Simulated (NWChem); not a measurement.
Program: NWChem. System: NO, charge 0, spin multiplicity 2, displaced from the optimised geometry. The structure started from a generated list of species. Its SCF solution wasn't tested for a lower state.

Input file:

```
start mol
memory heap 200 mb stack 900 mb global 1100 mb
geometry units angstroms nocenter noautoz
  N      0.000000     0.000000     0.631217
  O      0.000000     0.000000    -0.552315
  symmetry group C2v
end
basis spherical
  * library def2-tzvp
end
dft
  xc pbe0
  odft
  mult 2
  semidirect memsize 60000000 filesize 0
  iterations 100
  convergence nodiis damp 40
end
task dft gradient
```

The output up to the point where the run's verdict is printed (cleaned and shortened):

```
             Northwest Computational Chemistry Package (NWChem) 7.3.0
             --------------------------------------------------------

                                NWChem Input Module
                                -------------------

 Scaling coordinates for geometry "geometry" by  1.889725989
 (inverse scale =  0.529177249)

 Turning off AUTOSYM since
 SYMMETRY directive was detected!

                             Geometry "geometry" -> ""
                             -------------------------

 Output coordinates in angstroms (scale by  1.889725989 to convert to a.u.)

  No.       Tag          Charge          X              Y              Z
 ---- ---------------- ---------- -------------- -------------- --------------
    1 N                    7.0000     0.00000000     0.00000000     0.63121700
    2 O                    8.0000     0.00000000     0.00000000    -0.55231500

 Effective nuclear repulsion energy (a.u.)      25.0385506636

            Nuclear Dipole moment (a.u.)
            ----------------------------
        X                 Y               Z
 ---------------- ---------------- ----------------
     0.0000000000     0.0000000000    -0.0000018897

      Symmetry information
      --------------------

 Group name             C2v
 Group number             16
 Group order               4
 No. of unique centers     2

      Symmetry unique atoms

     1    2


 Summary of "ao basis" -> "" (spherical)
 ------------------------------------------------------------------------------
       Tag                 Description            Shells   Functions and Types
 ---------------- ------------------------------  ------  ---------------------
 *                         def2-tzvp                  on all atoms

                                 NWChem DFT Module
                                 -----------------

 Summary of "ao basis" -> "ao basis" (spherical)
 ------------------------------------------------------------------------------
       Tag                 Description            Shells   Functions and Types
 ---------------- ------------------------------  ------  ---------------------
[...]
 d= 0,ls=0.5         73   -114.0960966690 -2.51D+00  6.89D-02               5.3
                                                     6.51D-02
 d= 0,ls=0.5         74   -111.5845674405  2.51D+00  6.89D-02               5.4
                                                     6.51D-02
 d= 0,ls=0.5         75   -114.0960966690 -2.51D+00  6.89D-02               5.5
                                                     6.51D-02
 d= 0,ls=0.5         76   -111.5845674405  2.51D+00  6.89D-02               5.5
                                                     6.51D-02
 d= 0,ls=0.5         77   -114.0960966690 -2.51D+00  6.89D-02               5.6
                                                     6.51D-02
 d= 0,ls=0.5         78   -111.5845674405  2.51D+00  6.89D-02               5.7
                                                     6.51D-02
 d= 0,ls=0.5         79   -114.0960966690 -2.51D+00  6.89D-02               5.7
                                                     6.51D-02
 d= 0,ls=0.5         80   -111.5845674405  2.51D+00  6.89D-02               5.8
                                                     6.51D-02
 d= 0,ls=0.5         81   -114.0960966690 -2.51D+00  6.89D-02               5.9
                                                     6.51D-02
 d= 0,ls=0.5         82   -111.5845674405  2.51D+00  6.89D-02               5.9
                                                     6.51D-02
 d= 0,ls=0.5         83   -114.0960966690 -2.51D+00  6.89D-02               6.0
                                                     6.51D-02
 d= 0,ls=0.5         84   -111.5845674405  2.51D+00  6.89D-02               6.1
                                                     6.51D-02
 d= 0,ls=0.5         85   -114.0960966690 -2.51D+00  6.89D-02               6.1
                                                     6.51D-02
 d= 0,ls=0.5         86   -111.5845674405  2.51D+00  6.89D-02               6.2
                                                     6.51D-02
 d= 0,ls=0.5         87   -114.0960966690 -2.51D+00  6.89D-02               6.3
                                                     6.51D-02
 d= 0,ls=0.5         88   -111.5845674405  2.51D+00  6.89D-02               6.4
                                                     6.51D-02
 d= 0,ls=0.5         89   -114.0960966690 -2.51D+00  6.89D-02               6.4
                                                     6.51D-02
 d= 0,ls=0.5         90   -111.5845674405  2.51D+00  6.89D-02               6.5
                                                     6.51D-02
 d= 0,ls=0.5         91   -114.0960966690 -2.51D+00  6.89D-02               6.6
                                                     6.51D-02
 d= 0,ls=0.5         92   -111.5845674405  2.51D+00  6.89D-02               6.6
                                                     6.51D-02
 d= 0,ls=0.5         93   -114.0960966690 -2.51D+00  6.89D-02               6.7
                                                     6.51D-02
 d= 0,ls=0.5         94   -111.5845674405  2.51D+00  6.89D-02               6.8
                                                     6.51D-02
 d= 0,ls=0.5         95   -114.0960966690 -2.51D+00  6.89D-02               6.8
                                                     6.51D-02
 d= 0,ls=0.5         96   -111.5845674405  2.51D+00  6.89D-02               6.9
                                                     6.51D-02
 d= 0,ls=0.5         97   -114.0960966690 -2.51D+00  6.89D-02               7.0
                                                     6.51D-02
 d= 0,ls=0.5         98   -111.5845674405  2.51D+00  6.89D-02               7.1
                                                     6.51D-02
 d= 0,ls=0.5         99   -114.0960966690 -2.51D+00  6.89D-02               7.1
                                                     6.51D-02
 d= 0,ls=0.5        100   -111.5845674405  2.51D+00  6.89D-02               7.2
                                                     6.51D-02
```

The run did not converge; its last values are not results. The next line reads: Calculation failed to converge. NWChem stopped with the message: dft gradient failed.
